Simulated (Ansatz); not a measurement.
**Molecular dynamics, step by step**

CH7ClSi (SMILES [SiH4].CCl), closed shell, CAM-B3LYP-D4/STO-3G (Ansatz 0.2.0). Settings (timestep in fs, temperature in K; T counts 24 degrees of freedom):

```yaml
hamiltonian: {xc: {name: CAM-B3LYP}, dispersion: d4}
md: {n_steps: 40, timestep: 0.25, temperature: 300, ensemble: nve, seed: 765, initial_velocities: maxwell_boltzmann}
```

Start (the SMILES describes the start alone):

Si1  (-0.227, -0.010, -2.067)
H2  (-0.724, -0.584, -3.345)
H3  (1.222, 0.280, -2.192)
H4  (-0.453, -1.003, -0.985)
H5  (-0.976, 1.235, -1.769)
C6  (0.168, -0.089, 2.152)
Cl7  (0.934, 1.184, 1.184)
H8  (-0.156, -0.883, 1.483)
H9  (-0.685, 0.338, 2.674)
H10  (0.897, -0.468, 2.865)
(Å)

| step | time (fs) | potential energy less the start (meV) | kinetic energy (meV) | T (K) |
| --- | --- | --- | --- | --- |
| 0 | 0.00 | 0.0 | 310.2 | 300 |
| 2 | 0.50 | -3.3 | 313.5 | 303 |
| 4 | 1.00 | 3.7 | 306.5 | 296 |
| 6 | 1.50 | 20.4 | 289.9 | 280 |
| 8 | 2.00 | 43.7 | 266.6 | 258 |
| 10 | 2.50 | 68.9 | 241.5 | 234 |
| 12 | 3.00 | 90.5 | 220.0 | 213 |
| 14 | 3.50 | 103.0 | 207.5 | 201 |
| 16 | 4.00 | 103.2 | 207.4 | 201 |
| 18 | 4.50 | 90.7 | 219.8 | 213 |
| 20 | 5.00 | 69.9 | 240.4 | 233 |
| 22 | 5.50 | 48.9 | 261.3 | 253 |
| 24 | 6.00 | 37.2 | 272.9 | 264 |
| 26 | 6.50 | 41.5 | 268.5 | 260 |
| 28 | 7.00 | 62.0 | 248.1 | 240 |
| 30 | 7.50 | 91.0 | 219.4 | 212 |
| 32 | 8.00 | 115.3 | 195.2 | 189 |
| 34 | 8.50 | 123.3 | 187.4 | 181 |
| 36 | 9.00 | 110.2 | 200.4 | 194 |
| 38 | 9.50 | 80.7 | 229.7 | 222 |
| 40 | 10.00 | 46.1 | 264.1 | 255 |

Step 8, positions (Å) and forces (eV/Å):

```tsv
atom	x	y	z	Fx	Fy	Fz
Si1	-0.228	-0.006	-2.066	0.022	-1.547	1.300
H2	-0.680	-0.568	-3.308	-0.161	0.085	-0.039
H3	1.187	0.245	-2.219	-0.192	-0.014	0.175
H4	-0.464	-1.077	-0.986	0.330	1.715	-1.453
H5	-0.919	1.229	-1.785	0.008	-0.235	0.039
C6	0.175	-0.086	2.154	-1.116	-1.690	1.193
Cl7	0.931	1.185	1.182	0.728	1.121	-0.801
H8	-0.176	-0.901	1.466	0.219	0.589	0.597
H9	-0.690	0.343	2.717	0.453	-0.277	-0.452
H10	0.898	-0.501	2.896	-0.291	0.253	-0.560
```

Step 18, positions (Å) and forces (eV/Å):

| atom | x | y | z | Fx | Fy | Fz |
| --- | --- | --- | --- | --- | --- | --- |
| Si1 | -0.228 | -0.004 | -2.063 | 0.147 | -1.987 | 1.490 |
| H2 | -0.637 | -0.547 | -3.270 | -0.807 | -0.415 | -1.394 |
| H3 | 1.140 | 0.202 | -2.244 | 1.255 | 0.242 | 0.164 |
| H4 | -0.462 | -1.081 | -1.058 | 0.154 | 1.232 | -0.612 |
| H5 | -0.851 | 1.215 | -1.802 | -0.740 | 0.938 | 0.381 |
| C6 | 0.178 | -0.090 | 2.161 | -1.128 | -1.582 | 1.316 |
| Cl7 | 0.929 | 1.186 | 1.178 | 0.633 | 0.868 | -0.564 |
| H8 | -0.191 | -0.894 | 1.476 | 0.202 | 0.525 | 0.518 |
| H9 | -0.673 | 0.335 | 2.748 | 0.416 | -0.191 | -0.578 |
| H10 | 0.886 | -0.529 | 2.907 | -0.131 | 0.371 | -0.720 |

Step 26, positions (Å) and forces (eV/Å):

| atom | x | y | z | Fx | Fy | Fz |
| --- | --- | --- | --- | --- | --- | --- |
| Si1 | -0.228 | -0.006 | -2.059 | 0.563 | -0.239 | -0.885 |
| H2 | -0.634 | -0.544 | -3.290 | -0.682 | -0.115 | -0.870 |
| H3 | 1.148 | 0.177 | -2.256 | 1.057 | 0.213 | 0.239 |
| H4 | -0.453 | -1.034 | -1.143 | -0.282 | -0.533 | 1.179 |
| H5 | -0.824 | 1.237 | -1.802 | -0.645 | 0.688 | 0.366 |
| C6 | 0.177 | -0.098 | 2.171 | -0.370 | -0.311 | 0.542 |
| Cl7 | 0.928 | 1.189 | 1.174 | 0.436 | 0.496 | -0.274 |
| H8 | -0.195 | -0.868 | 1.504 | -0.247 | -0.468 | -0.361 |
| H9 | -0.644 | 0.322 | 2.749 | -0.463 | 0.298 | 0.051 |
| H10 | 0.871 | -0.538 | 2.887 | 0.635 | -0.029 | 0.013 |

Last step (40):

```
atom    x (Å)    y (Å)    z (Å)
 Si1  -0.2260  -0.0075  -2.0557
  H2  -0.6787  -0.5359  -3.3726
  H3   1.2260   0.1489  -2.2528
  H4  -0.4715  -1.0257  -1.1602
  H5  -0.8219   1.3098  -1.7724
  C6   0.1725  -0.1137   2.1920
 Cl7   0.9267   1.1942   1.1661
  H8  -0.2265  -0.8702   1.5151
  H9  -0.6402   0.3294   2.7654
 H10   0.9083  -0.5586   2.8614
```

Hardware: 4 CPU threads of an INTEL XEON PLATINUM 8581C, shared host. Wall time about 13 s.
